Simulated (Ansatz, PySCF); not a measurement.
Species: BCl2, charge 0, doublet. BCl2 (SMILES Cl[B]Cl, doublet).
B3LYP-D3(BJ)/def2-TZVP minimum from Ansatz (a first-principles code):
```xyz
3

B     -0.0053     0.6863    -0.0382
Cl     1.5376    -0.0889     0.0100
Cl    -1.5361    -0.1130     0.0012
```
Charge 0, spin multiplicity 2.

Atomisation energy term by term, kcal/mol (programs: Ansatz). Open shells are spin-unrestricted; no spin-orbit coupling. Cores are frozen in correlated methods. Rows without X2C or -DK are non-relativistic. CBS(X,Y): correlation extrapolated as X^-3, Hartree-Fock from the larger set (Q,5: extrapolated as (X+1)exp(-9√X)). A bracket is a step between two methods taken in the basis named. '+ core + X2C': CCSD(T) terms for core correlation (cc-pwCVTZ, 1s frozen past Ne) and scalar relativity (cc-pVTZ-DK). Where a partner has so few electrons that a lower coupled-cluster level is exact, that level stands in.

```
term                                                          basis  kcal/mol
-----------------------  ------------------------------------------  --------
Hartree-Fock                           CBS(cc-pV(Q+d)Z,cc-pV(5+d)Z)    156.48
CCSD correlation                       CBS(cc-pV(Q+d)Z,cc-pV(5+d)Z)     40.35
(T)                                    CBS(cc-pV(Q+d)Z,cc-pV(5+d)Z)      6.74
CCSDT(Q) - CCSD(T)                                      cc-pV(T+d)Z      0.18
core correlation                                          cc-pwCVTZ      1.30
scalar relativity                                   X2C, cc-pVTZ-DK     -0.44
minus zero-point energy  Hessian by PySCF at B3LYP-D3(BJ)/def2-TZVP     -2.78
sum: D0                                                                 201.8
```

The step beyond CCSD(T) by other levels: CCSDT(Q) in cc-pV(D+d)Z 0.40 kcal/mol.
